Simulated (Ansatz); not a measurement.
Calculated with Ansatz (gas phase, PBE0-D4/def2-TZVP geometries, no zero-point term in ΔE). CCSD(T)/CBS adds triple-zeta CCSD(T) − MP2 to the extrapolated MP2 energy (def2 sets, frozen cores). This one scheme is used for every species, atoms too. For atomizations the MP2-based limit and the directly extrapolated one differ by several kJ/mol either way, and by 10 to 25 for some Ge, Se and Sn compounds, so smaller differences from it don't rank the levels. Functionals use def2-TZVPP. No spin–orbit coupling; open shells (•) take unrestricted orbitals. Spin–orbit coupling would lower the free atoms: a little for C, F, O, S. Each species was taken in one conformer, which may not be the lowest.

Consider the atomization: `FC1(S)CCO1` → 3 C• + F• + 5 H• + O• + S•.

```
     species  r2SCAN-D4 energy (Eh)
`FC1(S)CCO1`             -690.51333
          C•              -37.83292
          F•              -99.72763
          H•               -0.49993
          O•              -75.05861
          S•             -398.08371
```

**Question.** Work out ΔE.

**Answer.** ΔE = 5 × (-0.49993) + 3 × (-37.83292) + (-99.72763) + (-75.05861) + (-398.08371) − (-690.51333) = 1.64497 Eh = +44.76 eV. CCSD(T)/CBS gives +44.46 eV.

Largest T1 diagnostic among the species: 0.012.

From r2SCAN to r2SCAN0 (25 % exact exchange), in def2-TZVPP and without D4, ΔE moves by −0.98 eV: exact exchange takes away binding that semilocal exchange gives to molecules. At CCSD(T), def2-SVP lies −2.31 eV from the extrapolated value and def2-TZVPP −1.23 eV: correlation converges slowly with the basis, and small sets miss more of it in the bonded molecule than in its fragments. In def2-TZVPP, CCSD(T) changes the Hartree–Fock value by +12.39 eV (the triples alone add +0.87 eV) and MP2 by +13.58 eV; breaking electron pairs costs correlation energy, which Hartree–Fock lacks.
